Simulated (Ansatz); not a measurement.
MgO₂H₂. Total charge 0; singlet. Geometry B3LYP-D4/def2-TZVP.

```xyz
5

Mg   -0.0054    0.0057    0.0146
O    -1.1304   -1.3236   -0.2950
O     1.1034    1.3506    0.3335
H    -1.5792   -2.1450   -0.1300
H     1.6116    2.1123    0.0769
```

B3LYP takes the VWN-RPA correlation. The structure comes from a short search, and lower isomers may exist.

(1) Estimate the orbital energies around the gap (eV) in Ansatz with HF/6-31G, PBE-D4/def2-TZVP, revPBE-D4/def2-TZVP, B3LYP-D4/def2-TZVP, PBE0-D4/def2-SVP.

Answers

(1) 
```csv
orbital,HF/6-31G,PBE-D4/def2-TZVP,revPBE-D4/def2-TZVP,B3LYP-D4/def2-TZVP,PBE0-D4/def2-SVP
HOMO−5,-16.78,-11.15,-11.07,-12.61,-12.75
HOMO−4,-16.27,-10.67,-10.60,-12.12,-12.30
HOMO−3,-11.85,-6.41,-6.32,-7.79,-7.87
HOMO−2,-11.84,-6.38,-6.29,-7.77,-7.85
HOMO−1,-11.66,-6.35,-6.26,-7.74,-7.80
HOMO,-11.56,-6.23,-6.15,-7.63,-7.67
LUMO,1.53,-1.79,-1.66,-1.38,-0.94
LUMO+1,2.53,0.35,0.43,0.73,1.08
LUMO+2,2.64,0.44,0.52,0.82,1.18
LUMO+3,3.97,0.98,1.02,1.41,2.41
LUMO+4,7.83,1.99,2.04,2.47,3.29
LUMO+5,8.16,2.97,3.02,3.37,3.88
```
